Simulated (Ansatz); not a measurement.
Harmonic frequencies (cm⁻¹) at PBE0-D4/def2-TZVP from Ansatz: 227, 320, 440, 662, 784, 828, 877, 901, 975, 2166, 2258, 3921.

Each molecule was computed in one conformer, which needn't be the lowest.

Task: Which molecule is it?
A. `F[SiH]S`•
B. `O[SiH]O`•
C. `[CH2]O`•
D. `[O][SiH2]O`•

Result: D.
